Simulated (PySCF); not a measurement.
BF3, SMILES FB(F)F. The structure is a stationary point at PBE-D3(BJ)/def2-TZVP. The isomer is the one that the SMILES or the coordinates give; other isomers of the formula were not compared.

Task: Give the equilibrium geometry at PBE-D3(BJ)/def2-TZVP (PySCF confirms it by a frequency run) as Cartesian coordinates in Å, and its point group. (An estimate is asked for; the answer gives what the named calculation found.)

Result: point group D3h.
```xyz
4

B      0.0000     0.0000     0.0000
F     -1.3253     0.0000     0.0000
F      0.6627     1.1478     0.0000
F      0.6627    -1.1478     0.0000
```
Charge 0, spin multiplicity 1.
